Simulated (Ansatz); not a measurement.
# CH5NSi: functionals against CCSD(T) at one geometry

One table from this session's results is given with a row withheld; the runs are named, their logs left out.

Computed with Ansatz 0.2.0, Gaussian basis. Level: single points in def2-TZVPP.

Correlated methods freeze the cores.

### The system as given

SMILES `C[Si]N`, 8 atoms, charge 0, spin multiplicity 1.

Atoms are counted from 1 here; the program's logs count them from 0.

Bond lengths: C1–Si2 2.056 Å, C1–H4 1.124 Å, C1–H5 1.149 Å, C1–H6 1.165 Å, Si2–N3 1.732 Å, N3–H7 1.081 Å, N3–H8 1.076 Å. Angles: Si2–C1–H4 111.7°, Si2–C1–H5 111.5°, Si2–C1–H6 109.4°, H4–C1–H5 108.9°, H4–C1–H6 110.4°, H5–C1–H6 104.7°, C1–Si2–N3 99.4°, Si2–N3–H7 128.3°, Si2–N3–H8 122.6°, H7–N3–H8 109.1°.

Coordinates:

```xyz
8
charge 0, multiplicity 1
C    -0.6806    0.8362   -0.6245
Si    1.1596    0.5956    0.2607
N     1.0123   -1.0522    0.7749
H    -0.9704   -0.0636   -1.2321
H    -0.7059    1.7655   -1.2995
H    -1.4796    1.0451    0.1967
H     1.7128   -1.6385    1.3535
H     0.1505   -1.6558    0.5488
```

Set-up of the first run:

Contents of run/in.yaml:

```yaml
crystal:
  periodic: [false, false, false]
  atoms:
    - {symbol: C, position_ang: [-0.680600, 0.836200, -0.624500]}
    - {symbol: Si, position_ang: [1.159600, 0.595600, 0.260700]}
    - {symbol: N, position_ang: [1.012300, -1.052200, 0.774900]}
    - {symbol: H, position_ang: [-0.970400, -0.063600, -1.232100]}
    - {symbol: H, position_ang: [-0.705900, 1.765500, -1.299500]}
    - {symbol: H, position_ang: [-1.479600, 1.045100, 0.196700]}
    - {symbol: H, position_ang: [1.712800, -1.638500, 1.353500]}
    - {symbol: H, position_ang: [0.150500, -1.655800, 0.548800]}
basis:
  gaussian: {orbitals: def2-TZVPP}
correlation: {method: ccsd_t}
output: {forces: true}
```

Started as:

```console
$ ansatz run in.yaml --threads 4 --pin off --events-out ev --progress --plain --max-ram 5222MiB
```

Among the steps run: CCSD(T)/def2-TZVPP; PBE0-D4/def2-TZVPP; wB97M-V/def2-TZVPP; r2SCAN-D4/def2-TZVPP; PBE-D4/def2-TZVPP; r2SCANh-D4/def2-TZVPP; BLYP-D4/def2-TZVPP.

One of the session's tables, all rows but one given; the rest of the session is left out.

```
    method  RMS force component (eV/Å)  angle to CCSD(T) forces (°)  dipole (D)
   CCSD(T)                       1.080                    reference        1.97
   PBE0-D4                       1.091                          2.6        2.02
   wB97M-V                           ?                            ?           ?
 r2SCAN-D4                       1.053                          2.1        2.12
    PBE-D4                       0.942                          4.1        2.05
r2SCANh-D4                       1.098                          3.2        2.09
   BLYP-D4                       0.940                          6.1        1.94
```

Estimate the missing values for wB97M-V.

As computed: RMS force component (eV/Å): 1.103; angle to CCSD(T) forces (°): 2.1; dipole (D): 1.88. In the column «RMS force component (eV/Å)» it is the highest.

To keep in mind: The reference is not at the basis limit: in triple zeta CCSD(T) underbinds, which counts against methods that bind more; the gaps are no ranking.
